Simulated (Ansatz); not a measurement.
Program: Ansatz. Geometries: PBE0-D4/def2-TZVP. ΔE: electronic, gas phase. CBS: def2 TZ/QZ extrapolation, frozen cores. DFT in def2-TZVPP. HSE06 is defined as in plane-wave codes.

Consider the ligand exchange at the Si–O bond: `O[SiH]` + HCl → `[SiH]Cl` + H₂O.

`O[SiH]`:

Cartesian coordinates in Å:
```
O -0.165 -0.487 0.583
Si 0.410 0.691 -0.431
H 0.231 -0.480 1.458
H -0.476 0.276 -1.610
```

HCl:

Cartesian coordinates in Å:
```
Cl -0.056 0.515 0.375
H 0.056 -0.515 -0.375
```

`[SiH]Cl`:

Cartesian coordinates in Å:
```
Si -0.144 0.741 -0.333
Cl 1.399 -0.499 0.294
H -1.255 -0.242 0.039
```

H₂O:

```xyz
3

O     0.131    0.141    0.338
H    -0.220    0.638   -0.404
H     0.089   -0.778    0.065
```

```
              level  ΔE (kJ/mol)  difference from CCSD(T)/CBS
           HSE06-D4         -2.4                         -3.7
             B2PLYP          6.6                          5.3
           PBE-QIDH          1.6                          0.3
               BLYP          6.0                          4.7
            r2SCANh          2.9                          1.6
          CAM-B3LYP         10.8                          9.5
      HF/def2-TZVPP          5.2                          3.9
 CCSD(T)/def2-QZVPP          4.3                          3.0
     CCSD/CBS(def2)          2.3                          1.0
CCSD(T)/cc-pV(Q+d)Z          6.9                          5.6
        CCSD(T)/CBS          1.3                            0
```

Largest T1 diagnostic among the species: 0.016.

Leaving LDA and LC-ωPBE aside and taking each functional with its dispersion term where it has one, the values, not all of them listed here, spread over 12.4 kJ/mol, from HSE06-D4 to CAM-B3LYP-D4. LDA lies +6.0 kJ/mol from PBE without D4. At CCSD(T), def2-SVP lies +10.0 kJ/mol from the extrapolated value and def2-TZVPP +6.4 kJ/mol.
